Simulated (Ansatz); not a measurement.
Reaction (SMILES): O=CO -> OC=O as doublet, charge +1 + e-

Wanted: adiabatic ionisation energy (0 K, with zero-point energies), in eV. Terms: non-relativistic; no spin-orbit coupling; dispersion terms only where a functional's name holds one; UHF or UKS for open shells; six Cartesian d functions in 6-31G* and its kin unless marked 5d. First-principles rows: single points at B3LYP-D3(BJ) geometries (Ansatz, a first-principles code), with unscaled harmonic terms from B3LYP/6-31G* at its own minima. The spin state of an ion or metal species was assumed, not searched.

```
species                     coefficient  E at HF/6-31G* (Ansatz), Eh  E at PBE0/def2-TZVPD (Ansatz), Eh  zero-point energy, kcal/mol
--------------------------  -----------  ---------------------------  ---------------------------------  ---------------------------
O=CO                                 -1                   -188.76084                         -189.64171                        21.28
O=CO as doublet, charge +1           +1                   -188.40840                         -189.23414                        20.19
```

 1 Eh = 27.2114 eV and 1 eV = 23.0605 kcal/mol.

Question: Compute it at each level from the table.

Answer: 
- HF/6-31G*: the sum of coefficient times E is 0.35244 Eh, or 9.590 eV; the thermal terms add -0.047. Result: 9.54 eV.
- PBE0/def2-TZVPD: the sum of coefficient times E is 0.40757 Eh, or 11.091 eV; the thermal terms add -0.047. Result: 11.04 eV.
